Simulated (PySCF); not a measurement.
# CH3BS (Methylthioborine): the cost of one run

Programs: PySCF 2.14.0, with density-fitted response routines of our own. Each step states its level of theory. These are calculated values for one molecule, in the gas phase or a continuum, unless marked as measured. Atoms count from 0, in the outputs and in this text.

### 1 The starting structure

6 atoms, charge 0, multiplicity 1; geometry from: GFN2-xTB. The atoms were then displaced at random by about 0.01 Å, so the start is not that level's minimum.

Bonds of the start (Å): C0–B1 1.51, B1–S2 1.59, C0–H3 1.11, C0–H4 1.08, C0–H5 1.08.

### 2 Geometry optimisation at PBE0-D3(BJ)/def2-TZVP

The job: settings as JSON, then the geometry in Å.

```
{"job": {"xc": "PBE0", "basis": "def2-TZVP", "d3": "d3bj", "grid": 2, "shake": 0.01, "kind": "geom"}, "charge": 0, "multiplicity": 1}
C     -0.557110    -0.014460     0.039830
B      0.951770    -0.023570    -0.070040
S      2.533940    -0.050480    -0.185400
H     -0.962190     0.881840    -0.475950
H     -0.911270     0.046000     1.062310
H     -1.030980    -0.869340    -0.415420
```

On the command line:

```bash
OMP_NUM_THREADS=1 python probes_run.py task.json out
```

This one command runs all jobs of the session in turn.

Q: Estimate the wall time and peak memory of this first job on 1 thread of Arm Neoverse V1, shared host.

About 12 s, with a peak of 0.46 GiB.
